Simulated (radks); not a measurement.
# Si³⁺ in [Ne] 4s1: an all-electron calculation

The task here is to estimate one member of a computed series from the others.

Program: radks (a radial shooting solver on a logarithmic mesh, Libxc functionals) version 1. Level of theory: scalar-relativistic Kohn-Sham, r2SCAN, spin-polarised, spherical densities, finite nucleus; open shells are filled with parallel spins first. These are calculated values, not measurements, unless marked.

### Starting point

```
element            : silicon (Z = 14)
charge             : +3
electrons          : 11
configuration      : [Ne] 4s1
nuclear rms radius : 3.1224 fm
```

Outer shells as boxes (Hund's rule):

Si³⁺
```
[Ne] core
4s [↑ ]
```

Set-up of the first run:

Settings of this run:

```text
Z 14
configuration [Ne] 4s1 3s0 3p0
relativity scalar-relativistic
functional r2scan,r2scan
spin polarised
nucleus finite rms 3.1224 fm
c 137.035999084
```

Launch:

```sh
> python run_ks.py task.json out
```

The same process makes all the runs of this session.

Among the steps run: Self-consistent calculation.

One table of the session follows, with a row left open; its other results are not shown here.

It belongs to the step «Orbitals and density». Sizes of the orbitals, from the radial functions (bohr):

| level | <r> | outermost maximum (interpolated) | 90 % within | nodes |
| --- | --- | --- | --- | --- |
| 1s up | 0.1112 | 0.0726 | 0.199 | 0 |
| 1s down | 0.1113 | 0.0726 | 0.199 | 0 |
| 2s up | 0.5630 | 0.453 | 0.885 | 1 |
| 2s down | 0.5630 | 0.453 | 0.885 | 1 |
| 2p up | 0.5314 | 0.387 | 0.890 | 0 |
| 2p down | 0.5307 | 0.387 | 0.888 | 0 |
| 3s up | ? | ? | ? | ? |
| 3p up | 2.076 | 1.64 | 3.25 | 1 |
| 4s up | 3.859 | 3.80 | 5.46 | 3 |

Q: Estimate the row for 3s up from the others.

As computed: <r>: 1.799; outermost maximum (interpolated): 1.54; 90 % within: 2.75; nodes: 2. In the column «<r>» it lies between 2s down (0.5630) and 3p up (2.076).
